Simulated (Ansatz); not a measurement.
Reaction: CHBrF2 (SMILES FC(F)Br) → CHF2 (SMILES F[CH]F, doublet) + Br (doublet) (the Br-C bond breaks)
Each species at its own B3LYP-D3(BJ)/def2-TZVP minimum (Ansatz, a quantum-chemistry and plane-wave program).

Property: bond dissociation energy (electronic), in kJ/mol. Radicals and triplets start from unrestricted determinants; spin-orbit coupling is neglected. Correlated methods leave the cores frozen (noble-gas shells, and filled d and f shells in the p block). No relativity. CBS(X,Y): correlation extrapolated as X^-3, Hartree-Fock from the larger set (Q,5: extrapolated as (X+1)exp(-9√X)). A bracket is a step between two methods taken in the basis named. Spin-orbit terms, left out, reach several kcal/mol for Br and I, and more for heavier atoms.

CCSD(T)/CBS(cc-pVQZ,cc-pV5Z) + [CCSDT(Q) - CCSD(T)]/cc-pVDZ (Ansatz) gives 311.8 kJ/mol.

Question: How far off this value is PBE/def2-TZVPD (Ansatz), in which direction, and how far these levels: r2SCAN/def2-TZVPD, PBE0/def2-TZVPD, wB97M-V/def2-TZVPD, CCSD(T)/CBS(cc-pVQZ,cc-pV5Z)?

Answer: PBE gives 314.2 kJ/mol, 2.4 kJ/mol above it. Differences of the others: r2SCAN/def2-TZVPD (Ansatz) -8.6; PBE0/def2-TZVPD (Ansatz) -9.8; wB97M-V/def2-TZVPD (Ansatz) -4.1; CCSD(T)/CBS(cc-pVQZ,cc-pV5Z) (Ansatz) -0.1 kJ/mol.
